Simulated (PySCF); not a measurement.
Basis-set dependence of population analyses: `FC(F)(F)Cl`

CClF3.
Numbering: `[F:1][C:2]([F:3])([F:4])[Cl:5]`

PBE0 throughout (PySCF), one geometry, spherical d and f functions. Geometry: PBE0-D3(BJ)/def2-SVP; no solvent, vibrations or thermal averaging. Atoms taken as equivalent share a column and are averaged.

Mulliken charges (e):

```json
{"basis": "pcSseg-0", "functions": "49", "F1/F3/F4": "-0.286", "C2": "+0.789", "Cl5": "+0.068"}
{"basis": "cc-pVDZ", "functions": "74", "F1/F3/F4": "-0.125", "C2": "+0.443", "Cl5": "-0.067"}
{"basis": "pcSseg-1", "functions": "92", "F1/F3/F4": "-0.224", "C2": "+0.764", "Cl5": "-0.091"}
{"basis": "aug-cc-pVDZ", "functions": "119", "F1/F3/F4": "-0.328", "C2": "+1.122", "Cl5": "-0.137"}
{"basis": "cc-pVTZ", "functions": "154", "F1/F3/F4": "-0.116", "C2": "+0.451", "Cl5": "-0.103"}
{"basis": "IGLO-III", "functions": "184", "F1/F3/F4": "-0.152", "C2": "+0.348", "Cl5": "+0.107"}
```

IAO charges (e):

| basis | functions | F1/F3/F4 | C2 | Cl5 |
| --- | --- | --- | --- | --- |
| pcSseg-0 | 49 | -0.223 | +0.708 | -0.040 |
| cc-pVDZ | 74 | -0.247 | +0.790 | -0.048 |
| pcSseg-1 | 92 | -0.251 | +0.790 | -0.037 |
| aug-cc-pVDZ | 119 | -0.255 | +0.801 | -0.037 |
| cc-pVTZ | 154 | -0.257 | +0.809 | -0.039 |
| IGLO-III | 184 | -0.258 | +0.800 | -0.027 |

Which scheme is steadiest as the basis changes?

Largest range over the bases for any column: IAO 0.10 e, Mulliken 0.77 e. IAO charges move least and Mulliken charges most, counted in e.

How much do the charges still move between the two largest bases, cc-pVTZ and IGLO-III?

At most, over all atoms: Mulliken 0.210 e, IAO 0.012 e.

What do the same runs give for the total energy, the frontier levels and the dipole moment?

```json
{"basis": "pcSseg-0", "energy (Eh)": "-796.0298", "HOMO (eV)": "-10.36", "LUMO (eV)": "0.36", "μ (D)": "0.11"}
{"basis": "cc-pVDZ", "energy (Eh)": "-797.3835", "HOMO (eV)": "-9.86", "LUMO (eV)": "0.62", "μ (D)": "0.10"}
{"basis": "pcSseg-1", "energy (Eh)": "-797.3166", "HOMO (eV)": "-10.10", "LUMO (eV)": "0.26", "μ (D)": "0.21"}
{"basis": "aug-cc-pVDZ", "energy (Eh)": "-797.4143", "HOMO (eV)": "-10.07", "LUMO (eV)": "-0.17", "μ (D)": "0.27"}
{"basis": "cc-pVTZ", "energy (Eh)": "-797.5139", "HOMO (eV)": "-9.99", "LUMO (eV)": "0.25", "μ (D)": "0.22"}
{"basis": "IGLO-III", "energy (Eh)": "-797.5252", "HOMO (eV)": "-9.99", "LUMO (eV)": "0.09", "μ (D)": "0.42"}
```

The dipole is fixed by the density alone, so its range of 0.32 D shows that the density itself changes with the basis, not only its division among atoms.
